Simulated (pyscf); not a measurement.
Single points on ωB97X-D3(BJ)/def2-SVP structures (PySCF, gas phase). Correlated levels are frozen-core, on RHF or UHF. ΔMP2 is the change of the MP2 total energy from the triple- to the quadruple-zeta basis.

silylene (SiH₂) [singlet] + ethylene (H₂C=CH₂) → silane (SiH₄) + acetylene (HC≡CH)
Surface: singlet. Broken: C–H, C–H. Formed: H–Si, H–Si. Give ΔE‡ and ΔE from CCSD(T)/def2-TZVPP + ΔMP2(QZVPP), relative to the separated reactants.

ΔE‡ = 48.5 kcal/mol, ΔE = -11.6 kcal/mol. Zero-point energy shifts the barrier by -4.3 kcal/mol. It is a concerted two-bond exchange, with an imaginary mode of 1720i cm⁻¹. The same reactants have a lower exit, to H₃C–CH=SiH₂ (barrier +22.8 kcal/mol at ωB97M-D3(BJ), against +49.8 kcal/mol here). One saddle was located; it need not be the lowest between these sides. The CCSD(T) − MP2 part came from Ansatz, without density fitting, on the same reference.
